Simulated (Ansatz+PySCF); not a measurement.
singlet LiF: levels of theory in one basis

```xyz
2

Li    0.0000    0.0000   -2.2979
F     0.0000    0.0000    0.7660
```

Basis set: cc-pVDZ (spherical functions). Frozen core: 1 orbital. Charge 0, multiplicity 1.

Computed with Ansatz (development build ahead of 0.2.0); each method stands on the lowest determinant of its kind that the runs found. NEVPT2 correlates all electrons. Active spaces start from the frontier orbitals, and the lowest solution found is given.

| method | E − E(RHF) (eV) | <S²> of the determinant |
| --- | --- | --- |
| RHF | 0.00 | 0.00 |
| UHF | -0.06 | 0.89 |
| RHF-MP2 | -5.64 | – |
| RHF-CCSD | -5.67 | – |
| RHF-CCSD(T) | -5.78 | – |
| CASSCF(6,6) | -2.67 | – |
| SC-NEVPT2(2,2) | -5.83 | – |
| SC-NEVPT2(6,6) | -5.43 | – |

Problem. What does CASSCF(2,2) give on the same scale?

Solution. -0.61 eV.

Problem. Is a single determinant a sound starting point here?

Solution. Only with care. Unrestricted orbitals gain 0.06 eV and <S²> is 0.89 against 0.00 for a pure state, so spin symmetry breaks but gains little energy; restricted orbitals can still serve. The CASSCF(6,6) natural occupations are 1.98, 1.98, 1.97, 0.03, 0.02, 0.02. The CASSCF(2,2) natural occupations are 1.94, 0.06.

Caution for UHF: the unrestricted determinant is a mixture of spin states. Caution for RHF-MP2, RHF-CCSD, RHF-CCSD(T): bonds are stretched, where a single reference can fail.
